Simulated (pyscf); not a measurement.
**Four-centre exchange: H₃Si–SH + hydrogen (H₂) → H₃Si–SH + hydrogen (H₂)**

Gas phase, singlet surface, charge 0. Bonds broken: Si2–H7, H4–H8. Bonds formed: Si2–H4, H7–H8. Single points on ωB97X-D3(BJ)/def2-SVP structures (PySCF, gas phase).

Transition state (Å):

```xyz
8

S      0.3693     1.6690    -0.1960
Si    -0.1556    -0.4109     0.0518
H      0.4315     1.9741     1.1159
H     -1.2023     0.0651     1.3633
H     -0.0889    -0.7402    -1.4083
H      0.7603    -1.1837     0.9203
H     -1.3734    -1.6216     0.1862
H     -1.5256    -0.8025     0.8776
```

One imaginary mode, 1703i cm⁻¹; descent along it reached the two sides named.

```json
[
 {"bond": "Si2–H7", "change": "breaks", "reactant side (Å)": "1.490", "saddle": "1.722", "product side": "3.2"},
 {"bond": "H4–H8", "change": "breaks", "reactant side (Å)": "0.760", "saddle": "1.045", "product side": "2.9"},
 {"bond": "Si2–H4", "change": "forms", "reactant side (Å)": "3.4", "saddle": "1.744", "product side": "1.490"},
 {"bond": "H7–H8", "change": "forms", "reactant side (Å)": "3.1", "saddle": "1.083", "product side": "0.760"}
]
```

Electronic energies relative to the separated reactants (kcal/mol):

```json
[
 {"level": "ωB97X-D3(BJ)/def2-TZVP", "barrier": "63.5", "reaction energy": "0.0", "reverse barrier": "63.5"},
 {"level": "PBE/def2-TZVP", "barrier": "55.0", "reaction energy": "0.0", "reverse barrier": "55.0"},
 {"level": "r²SCAN/def2-TZVP", "barrier": "58.0", "reaction energy": "0.0", "reverse barrier": "58.0"},
 {"level": "B3LYP-D3(BJ)/def2-TZVP", "barrier": "62.0", "reaction energy": "0.0", "reverse barrier": "62.0"},
 {"level": "PBE0-D3(BJ)/def2-TZVP", "barrier": "57.7", "reaction energy": "0.0", "reverse barrier": "57.7"},
 {"level": "M06-2X/def2-TZVP", "barrier": "65.3", "reaction energy": "0.0", "reverse barrier": "65.3"},
 {"level": "ωB97M-D3(BJ)/def2-TZVP", "barrier": "62.5", "reaction energy": "0.0", "reverse barrier": "62.5"},
 {"level": "HF/def2-TZVP", "barrier": "79.7", "reaction energy": "0.0", "reverse barrier": "79.7"}
]
```

With ωB97M-D3(BJ)/def2-TZVP energies and thermal terms (ideal gas, 1 atm, RRHO with modes under 100 cm⁻¹ raised to 100, one conformer, R ln 2 for chiral ones without a mode under 150 cm⁻¹), in kcal/mol:

```json
[
 {"T (K)": "298", "ΔH‡": "63.1", "ΔG‡": "71.5", "ΔH": "0.0", "ΔG": "0.0"},
 {"T (K)": "600", "ΔH‡": "62.1", "ΔG‡": "80.5", "ΔH": "0.0", "ΔG": "0.0"},
 {"T (K)": "900", "ΔH‡": "61.9", "ΔG‡": "89.8", "ΔH": "0.0", "ΔG": "0.0"},
 {"T (K)": "1200", "ΔH‡": "62.0", "ΔG‡": "99.1", "ΔH": "0.0", "ΔG": "0.0"}
]
```

At the saddle there is also a short H–Si contact that neither side keeps. The same reactants have a lower exit, to H₂S + SiH₄ (barrier +57.3 kcal/mol at ωB97M-D3(BJ)/def2-TZVP, against +62.5 kcal/mol here). One saddle was located; it need not be the lowest between these sides.
